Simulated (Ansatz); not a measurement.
Correlation energies of C4H7N, SMILES `NC1C=CC1` by basis set

Z-matrix (Å, degrees):
```
C
C 1 1.509
N 1 1.439 2 116.2
C 1 1.575 2 85.5 3 122.9
H 1 1.096 2 112.9 3 -125.8
C 2 1.334 1 94.3 3 -124.7
H 2 1.084 1 131.6 3 56.4
H 3 1.012 1 111.3 2 174.1
H 3 1.013 1 110.7 2 54.1
H 4 1.095 1 116.4 2 119.1
H 4 1.094 1 112.9 2 -114.0
H 6 1.084 2 133.1 1 -175.9
```

Total charge 0; spin multiplicity 1. Geometry: relaxed with PBE0-D4/def2-TZVP. It is one conformer, not always the lowest. Frozen core, restricted reference, the Gaussian-basis code of Ansatz. CBS rows extrapolate triple and quadruple zeta; past MP2 they add the triple-zeta difference.

```
     basis     HF (Eh)  MP2 corr.
  def2-SVP  -209.77280   -0.70907
def2-TZVPP  -210.00900   -0.86734
def2-QZVPP  -210.01874   -0.92377
```

(1) Estimate the CCSD correlation energy and the (T) correction in each basis where they were run (hartree).

## Answers

(1) 
| basis | CCSD corr. | (T) |
| --- | --- | --- |
| def2-SVP | -0.75732 | -0.02630 |
| def2-TZVPP | -0.90283 | -0.04059 |
| CBS(def2) | -1.00106 | as TZ |
